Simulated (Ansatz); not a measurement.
## Si–AlH$_{2}$, doublet: the ladder up to RCCSDTQ

Geometry: that of the Si–AlH2, quartet, kept fixed.

```xyz
4

Si    0.0000    0.0000    1.2493
Al    0.0000    0.0000   -1.1594
H     0.0000    1.4055   -1.8880
H     0.0000   -1.4055   -1.8880
```

Basis 6-31G; Ansatz 0.2.0. Correlated methods freeze the noble-gas cores, which leaves 9 electrons in 20 orbitals. Prefix R: restricted or restricted open-shell reference; prefix U: unrestricted. Active spaces: valence = (9e, 10o) chosen from the atoms' valence shells.

Full CI isn't at hand for all of this; RCCSDTQ serves as the reference, and is uncertain by the last step of the cluster series or more. The frozen core follows each run's orbitals, which can shift R against U totals by a few meV.

HF rows: RHF is the determinant under the cluster runs. Coupled cluster chose its determinant by a search with trial CCSD, here up to 0.07 eV above the lowest Hartree–Fock solution of its kind, and MP2 stands on that determinant too. For open shells CISD and CISDTQ are restricted-active-space CI with the open shells as a complete middle space.

The UHF ⟨S²⟩ is 1.137, the ⟨S²⟩ of the determinant under UCCSD is 0.752 and the T1 diagnostic (RCCSD) is 0.0238. The largest doubles amplitude (RCCSD) is 0.081 and the T1 diagnostic (UCCSD) is 0.0233.

| level | E − E(RCCSDTQ) (meV) | share of correlation (%) | wall time |
| --- | --- | --- | --- |
| RHF | 2475 | 0.00 | – |
| RMP2 | 788 | 68.14 | – |
| UMP2 | 788 | 68.17 | – |
| CISD | 201 | 91.86 | 1.1 s |
| RCCSD | 68 | 97.26 | – |
| UCCSD | 68 | 97.27 | – |
| RCCSD(T) | 22 | 99.10 | 2.3 s |
| UCCSD(T) | 22 | 99.10 | 5.5 s |
| BCCD(T) | 23 | 99.08 | 2.5 s |
| RCCSDT | 3 | 99.88 | – |
| UCCSDT | 3 | 99.88 | – |
| CISDTQ | 8 | 99.70 | 15 s |
| RCCSDT(Q) | 1 | 99.97 | 6 s |
| UCCSDT(Q) | 1 | 99.98 | 10 s |
| CASSCF (valence space) | 699 | 71.76 | – |
| NEVPT2 (valence space) | 215 | 91.32 | 8 s |
| NEVPT4(SD) (valence space) | 40 | 98.37 | 12 s |
| MRCISD (valence space) | 25 | 98.99 | – |
| MRCISD+Q (valence space) | 10 | 99.59 | 13 s |

The correlation energy at RCCSDTQ, counted from RHF, is -2.475 eV. That run took 44 s on 1 thread of Arm Neoverse V1, shared host.

Run but not shown, since their state, orbitals or frozen core can't be matched to the reference's or they repeat it: UHF.

Times hold each run's SCF and search for its determinant on a shared host, so for small cases they say little of a method's own cost; they ran on 1 thread of Arm Neoverse V1.

Natural occupations of CASSCF (valence space) about the gap: 1.978 1.966 1.965 1.946 0.993 0.049 0.041 0.022 0.021 0.019; effectively unpaired electrons, Σ n²(2−n)², 1.04.
